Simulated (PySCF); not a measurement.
An unknown gives this computed stick spectrum. Method: TDDFT CAM-B3LYP/def2-SVPD, vertical, gas phase, core orbitals frozen in the response in PySCF 2.14.0, density-fitted response routines. Geometries: PBE0-D3(BJ)/def2-SVP, one conformer each.

```csv
state,λ (nm),f
S1,177.5,0.0028
S2,167.6,0.065
S3,163.8,0.040
S4,156.1,0.0078
S5,150.9,0.035
S6,144.6,0.0040
S7,139.7,0.0040
S8,136.0,0.013
S9,132.6,0.087
S10,131.3,0.120
```

Triplets computed (Tamm–Dancoff): 4.97, 6.47, 7.23, 7.55 eV.

Question: Which structure fits? All have the formula C4H4F2.
A. `C=C(F)/C=C/F`
B. `C#CCC(F)F`
C. `C[C@@]1(F)C=C1F`

Answer: C. Its S1, at 6.98 eV, is the highest among the candidates; the nearest of the others has S1 at 6.48 eV. S1 is HOMO-1→LUMO (45%), HOMO-1→LUMO+1 (45%). Löwdin shares by element: HOMO carbon 69% or more, fluorine 12% or more (atoms not listed hold the other 19%); LUMO carbon 64% or more, fluorine 10% or more (atoms not listed hold the other 26%). At the same level the other candidates give, for their lowest levels:
- `C#CCC(F)F`: 191 nm (f 0.000); 183 nm (f 0.002); 181 nm (f 0.000); 159 nm (f 0.032); 157 nm (f 0.056); T1 5.34 eV; HOMO -9.59, LUMO 1.22 eV
- `C=C(F)/C=C/F`: 210 nm (f 0.684); 187 nm (f 0.003); 174 nm (f 0.010); 167 nm (f 0.014); 161 nm (f 0.024); T1 3.19 eV; HOMO -8.28, LUMO -0.04 eV
